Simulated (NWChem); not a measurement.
System: Be cation, doublet

The following NWChem deck was run.

```
start job
memory heap 200 mb stack 900 mb global 1100 mb
charge 1
geometry units angstroms noautoz
  Be     0.000000     0.000000     0.000000
end
basis spherical
  * library def2-svp
end
dft
  odft
  mult 2
  xc scan
  grid xfine
  iterations 150
  mulliken
end
task dft gradient
```

Output (shortened):

```
             Northwest Computational Chemistry Package (NWChem) 7.3.0
             --------------------------------------------------------

                             Geometry "geometry" -> ""
                             -------------------------

 Output coordinates in angstroms (scale by  1.889725989 to convert to a.u.)

  No.       Tag          Charge          X              Y              Z
 ---- ---------------- ---------- -------------- -------------- --------------
    1 Be                   4.0000     0.00000000     0.00000000     0.00000000

 Effective nuclear repulsion energy (a.u.)       0.0000000000

                                 NWChem DFT Module
                                 -----------------

 Summary of "ao basis" -> "ao basis" (spherical)
 ------------------------------------------------------------------------------
       Tag                 Description            Shells   Functions and Types
 ---------------- ------------------------------  ------  ---------------------
 Be                         def2-svp                 5        9   3s2p

            General Information
            -------------------
          SCF calculation type: DFT
          Wavefunction type:  spin polarized.
          No. of atoms     :     1
          No. of electrons :     3
           Alpha electrons :     2
            Beta electrons :     1
          Charge           :     1
          Spin multiplicity:     2
          Use of symmetry is: off; symmetry adaption is: off
          Maximum number of iterations: 150
          AO basis - number of functions:     9
                     number of shells:     5
          Convergence on energy requested:  1.00D-06
          Convergence on density requested:  1.00D-05
          Convergence on gradient requested:  5.00D-04

              XC Information
              --------------
                         SCAN Method XC Functional
                  SCAN metaGGA Exchange Functional  1.000
                        SCAN Correlation Potential  1.000

             Grid Information
             ----------------
          Grid used for XC integration:  xfine
          Radial quadrature: Mura-Knowles
          Angular quadrature: Lebedev.
          Tag              B.-S. Rad. Rad. Pts. Rad. Cut. Ang. Pts.
          ---              ---------- --------- --------- ---------
          Be                  1.05      100           8.0      1454
          Grid pruning is: on
          Number of quadrature shells:   100
          Spatial weights used:  Erf1

      Superposition of Atomic Density Guess
      -------------------------------------

 Sum of atomic energies:         -14.55372687

 Renormalizing density from       4.00 to      3

      Non-variational initial energy
      ------------------------------

 Total energy =     -11.753787
 1-e energy   =     -14.269264
 2-e energy   =       2.515477
 HOMO         =      -0.641751
 LUMO         =      -0.298099

     ---------------------------------------------
      Total Density - Mulliken Population Analysis
     ---------------------------------------------

    Atom       Charge   Shell Charges
 -----------   ------   -------------------------------------------------------
    1 Be   4     3.00   2.00  0.95  0.05  0.00  0.00

     --------------------------------------------
      Spin Density - Mulliken Population Analysis
     --------------------------------------------

    Atom       Charge   Shell Charges
 -----------   ------   -------------------------------------------------------
    1 Be   4     1.00   0.00  0.95  0.05  0.00  0.00

   convergence    iter        energy       DeltaE   RMS-Dens  Diis-err
 ---------------- ----- ----------------- --------- --------- ---------
 d= 0,ls=0.0,diis     1    -14.3079385939 -1.43D+01  3.66D-03  3.28D-03
                                                     4.14D-03  1.25D-02
 d= 0,ls=0.0,diis     2    -14.3096969164 -1.76D-03  7.02D-04  2.68D-06
                                                     1.75D-03  1.27D-03
 d= 0,ls=0.0,diis     3    -14.3098514999 -1.55D-04  7.53D-05  7.14D-08
                                                     3.14D-04  4.44D-05
 d= 0,ls=0.0,diis     4    -14.3098570289 -5.53D-06  2.27D-05  2.38D-09
                                                     1.91D-05  2.40D-07
 d= 0,ls=0.0,diis     5    -14.3098570582 -2.93D-08  1.73D-05  4.61D-10
                                                     8.00D-06  2.10D-08
  Singularity in Pulay matrix. Error and Fock matrices removed.
 d= 0,ls=0.0,diis     6    -14.3098570612 -3.03D-09  2.31D-07  1.40D-13
                                                     1.57D-06  3.73D-10

         Total DFT energy =      -14.309857061244
      One electron energy =      -17.570057761090
           Coulomb energy =        5.801177112161
    Exchange-Corr. energy =       -2.540976412314
 Nuclear repulsion energy =        0.000000000000

 Numeric. integr. density =        2.999999999992

                    DFT Final Alpha Molecular Orbital Analysis
                    ------------------------------------------

 Vector    1  Occ=1.000000D+00  E=-4.423496D+00
              MO Center=  9.5D-18,  8.6D-18,  3.9D-18, r^2= 6.6D-02
   Bfn.  Coefficient  Atom+Function         Bfn.  Coefficient  Atom+Function
  ----- ------------  ---------------      ----- ------------  ---------------
     1      0.992629  1 Be s                  2      0.031323  1 Be s

 Vector    2  Occ=1.000000D+00  E=-5.317905D-01
              MO Center=  4.5D-16,  1.6D-16,  3.7D-16, r^2= 1.8D+00
   Bfn.  Coefficient  Atom+Function         Bfn.  Coefficient  Atom+Function
  ----- ------------  ---------------      ----- ------------  ---------------
     2      0.999079  1 Be s                  1     -0.309171  1 Be s
     3      0.050725  1 Be s

 Vector    3  Occ=0.000000D+00  E=-3.754127D-01
              MO Center= -1.6D-16,  2.8D-16, -2.5D-16, r^2= 1.9D+00
   Bfn.  Coefficient  Atom+Function         Bfn.  Coefficient  Atom+Function
  ----- ------------  ---------------      ----- ------------  ---------------
     5      0.586769  1 Be py                 6     -0.528909  1 Be pz
     4     -0.329633  1 Be px                 8     -0.148738  1 Be py
     9      0.134071  1 Be pz                 7      0.083558  1 Be px

 Vector    4  Occ=0.000000D+00  E=-3.754127D-01
              MO Center= -1.9D-16, -1.3D-16, -2.2D-17, r^2= 1.9D+00
   Bfn.  Coefficient  Atom+Function         Bfn.  Coefficient  Atom+Function
  ----- ------------  ---------------      ----- ------------  ---------------
     4      0.709488  1 Be px                 5      0.471918  1 Be py
     7     -0.179846  1 Be px                 8     -0.119625  1 Be py
     6      0.081369  1 Be pz

 Vector    5  Occ=0.000000D+00  E=-3.754127D-01
              MO Center= -8.5D-18,  9.9D-18,  1.6D-17, r^2= 1.9D+00
   Bfn.  Coefficient  Atom+Function         Bfn.  Coefficient  Atom+Function
  ----- ------------  ---------------      ----- ------------  ---------------
     6      0.668083  1 Be pz                 5      0.407057  1 Be py
     4     -0.347375  1 Be px                 9     -0.169350  1 Be pz
     8     -0.103184  1 Be py                 7      0.088055  1 Be px

                     DFT Final Beta Molecular Orbital Analysis
                     -----------------------------------------

 Vector    1  Occ=1.000000D+00  E=-4.407947D+00
              MO Center= -2.7D-17, -1.3D-17,  1.9D-17, r^2= 6.6D-02
   Bfn.  Coefficient  Atom+Function         Bfn.  Coefficient  Atom+Function
  ----- ------------  ---------------      ----- ------------  ---------------
     1      0.992978  1 Be s                  2      0.030372  1 Be s

 Vector    2  Occ=0.000000D+00  E= 9.221200D-02
              MO Center= -4.7D-13,  1.5D-12,  5.7D-13, r^2= 1.7D+00
   Bfn.  Coefficient  Atom+Function         Bfn.  Coefficient  Atom+Function
  ----- ------------  ---------------      ----- ------------  ---------------
     2      1.487553  1 Be s                  3     -0.600639  1 Be s
     1     -0.359347  1 Be s

 Vector    3  Occ=0.000000D+00  E= 2.625477D-01
              MO Center=  5.4D-13,  6.3D-14, -5.7D-14, r^2= 1.3D+00
   Bfn.  Coefficient  Atom+Function         Bfn.  Coefficient  Atom+Function
  ----- ------------  ---------------      ----- ------------  ---------------
     4      1.124058  1 Be px                 7      0.270718  1 Be px
     5      0.131100  1 Be py                 6     -0.117924  1 Be pz
     8      0.031574  1 Be py                 9     -0.028401  1 Be pz

 Vector    4  Occ=0.000000D+00  E= 2.625477D-01
              MO Center=  2.0D-13, -1.1D-12,  7.5D-13, r^2= 1.3D+00
   Bfn.  Coefficient  Atom+Function         Bfn.  Coefficient  Atom+Function
  ----- ------------  ---------------      ----- ------------  ---------------
     5      0.920195  1 Be py                 6     -0.645899  1 Be pz
     8      0.221620  1 Be py                 4     -0.175084  1 Be px
     9     -0.155558  1 Be pz                 7     -0.042167  1 Be px

     ---------------------------------------------
      Total Density - Mulliken Population Analysis
     ---------------------------------------------

    Atom       Charge   Shell Charges
 -----------   ------   -------------------------------------------------------
    1 Be   4     3.00   1.99  0.97  0.04  0.00  0.00

     --------------------------------------------
      Spin Density - Mulliken Population Analysis
     --------------------------------------------

    Atom       Charge   Shell Charges
 -----------   ------   -------------------------------------------------------
    1 Be   4     1.00   0.01  0.95  0.04  0.00  0.00

[...]

                         DFT ENERGY GRADIENTS

    atom               coordinates                        gradient
                 x          y          z           x          y          z
   1 Be      0.000000   0.000000   0.000000    0.000000  -0.000000  -0.000000
```

Level: SCAN/def2-SVP, spin-unrestricted. No stability test was run on the SCF state.
